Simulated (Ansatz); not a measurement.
# BH₂− (triplet): wave-function methods side by side at angle H2–B1–H3 = 69.0°, 6-31++G**

Aim: climb from Hartree-Fock through coupled cluster and multireference methods for BH₂− (triplet) at one geometry and basis, and see what each rung misses.

Method: 6-31++G**, core rule «outside noble gas», up to 1 orbitals frozen; program: Ansatz 0.2.0, Gaussian basis.

The runs, in order: UHF; CCSD(T) on ROHF; CCSD(T) on UHF; BCCD(T) on ROHF; CISD; CCSDT(Q) on ROHF; CCSDT(Q) on UHF; CASSCF and MRCISD+Q, 4 electrons in 4 orbitals; CASSCF and NEVPT2, 4 electrons in 4 orbitals; CASSCF and MRCISD+Q, 6 electrons in 6 orbitals; CASSCF and NEVPT4(SD), 6 electrons in 6 orbitals; CASSCF and NEVPT2, 6 electrons in 6 orbitals; Full CI.

19 further runs of the same task are left out: 1 for a mislabelled method, 13 that didn't finish, 5 set aside as unsound or not needed.

### 1 The system

The geometry derives from a PBE0/def2-TZVPD stationary point (not a proven minimum). One angle is set to the value named; bond lengths are kept.

3 atoms, charge -1, spin multiplicity 3.

Atoms are counted from 1 here; the program's logs count them from 0.

Bond lengths: B1–H2 1.209 Å, B1–H3 1.209 Å. Angles: H2–B1–H3 69.0°.

### 2 UHF

in.yaml

```yaml
crystal:
  periodic: [false, false, false]
  atoms:
    - {symbol: B, position_ang: [0.000000, -0.156605, 0.000000]}
    - {symbol: H, position_ang: [0.000000, 0.839861, -0.684853]}
    - {symbol: H, position_ang: [0.000000, 0.839861, 0.684853]}
basis:
  gaussian: {orbitals: "6-31++G**"}
total_charge: -1
magnetization: {spin_polarized: true, initial_magnetization: 2}
hamiltonian: {xc: hf}
output: {orbitals: {seedname: orbitals}}
```

On the command line:

```bash
> ansatz run in.yaml --threads 1 --pin off --events-out ev --progress --plain --max-ram 2393MiB
```

After this run come: CCSD(T) on ROHF; CCSD(T) on UHF; BCCD(T) on ROHF; CISD; CCSDT(Q) on ROHF; CCSDT(Q) on UHF; CASSCF and MRCISD+Q, 4 electrons in 4 orbitals; CASSCF and NEVPT2, 4 electrons in 4 orbitals; CASSCF and MRCISD+Q, 6 electrons in 6 orbitals; CASSCF and NEVPT4(SD), 6 electrons in 6 orbitals; CASSCF and NEVPT2, 6 electrons in 6 orbitals; Full CI.

Q: Predict the results of all the runs planned. Wanted: FCI below the RHF energy; RMP2 from FCI; UMP2 from FCI; RCCSD from FCI; RCCSD(T) from FCI; UCCSD(T) from FCI; RCCSDT(Q) from FCI; UCCSDT(Q) from FCI; NEVPT2 pair from FCI.

As calculated:

| quantity | value |
| --- | --- |
| FCI below the RHF energy | -2.9111 eV |
| RMP2 from FCI | +579.4 meV |
| UMP2 from FCI | +571.9 meV |
| RCCSD from FCI | +91.6 meV |
| RCCSD(T) from FCI | +19.0 meV |
| UCCSD(T) from FCI | +19.3 meV |
| RCCSDT(Q) from FCI | +0.4 meV |
| UCCSDT(Q) from FCI | 0.0 meV |
| NEVPT2 pair from FCI | +606.8 meV |
| MRCISD+Q pair from FCI | +15.5 meV |
| NEVPT2 valence from FCI | +554.7 meV |
| levels within 1 kcal/mol (43 meV) | RCCSD(T), UCCSD(T), BCCD(T), RCCSDT, UCCSDT, RCCSDT(Q), UCCSDT(Q), MRCISD+Q pair, MRCISD+Q valence |
| T1 diagnostic | 0.022 |
| effectively unpaired electrons | 2.03 |

What this shows: RCCSD(T) misses by +19.0 meV, 0.7 % of the correlation energy. One determinant dominates. Of the multireference levels listed MRCISD+Q valence comes nearest in total energy (+11.8 meV), which doesn't show that its space is the better one. These misses are within one basis, not against nature; the frozen cores of restricted and unrestricted runs differ, which can shift their rows.
